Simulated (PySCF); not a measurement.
Compound: C5H5N.
Numbering: `[CH:1]#[C:2][C:3]#[C:4][CH2:5][NH2:6]` (hydrogens: H7 on C1; H8, H9 on C5; H10, H11 on N6)

Torsions of this conformer, `[CH:1]#[C:2][C:3]#[C:4][CH2:5][NH2:6]`: H–N6–C5–C4 180°, H–N6–C5–C4 63°.

The closed-shell ground state was solved at several levels (PySCF, density fitting, gas phase, non-relativistic). One conformer (not necessarily the lowest) at the PBE0-D3(BJ)/def2-SVP geometry, without solvent, vibrations or thermal averaging.

| level | basis functions | total energy (Eh) | HOMO (eV) | LUMO (eV) | gap (eV) | dipole (D) |
| --- | --- | --- | --- | --- | --- | --- |
| CAM-B3LYP/pcSseg-2 | 286 | -248.1123 | -8.34 | 0.24 | 8.58 | 1.98 |
| B3LYP/pcJ-1 | 212 | -248.1687 | -6.78 | -0.90 | 5.88 | 2.02 |
| CAM-B3LYP/def2-SVPD | 160 | -247.8418 | -8.34 | 0.31 | 8.65 | 1.91 |

**Question.** Estimate the row for PBE0/pcSseg-1, a basis of 127 functions; the other rows only guide the guess.

**Answer.** Total energy -247.8175 Eh, HOMO -7.03 eV, LUMO -0.71 eV, gap 6.32 eV, dipole 2.03 D.

**Question.** Over all these levels, which gives the widest orbital gap and which the narrowest?

**Answer.** CAM-B3LYP/def2-SVPD (range-separated hybrid) has the widest, 8.65 eV, and B3LYP/pcJ-1 (global hybrid, 20 % exact exchange) the narrowest, 5.88 eV. Functional and basis both differ between the two, so the spread mixes both effects.

**Question.** How far do the dipole and the HOMO energy spread over the levels?

**Answer.** The dipole runs from 1.91 to 2.03 D (mean 1.99 D) and the HOMO from -8.34 to -6.78 eV.
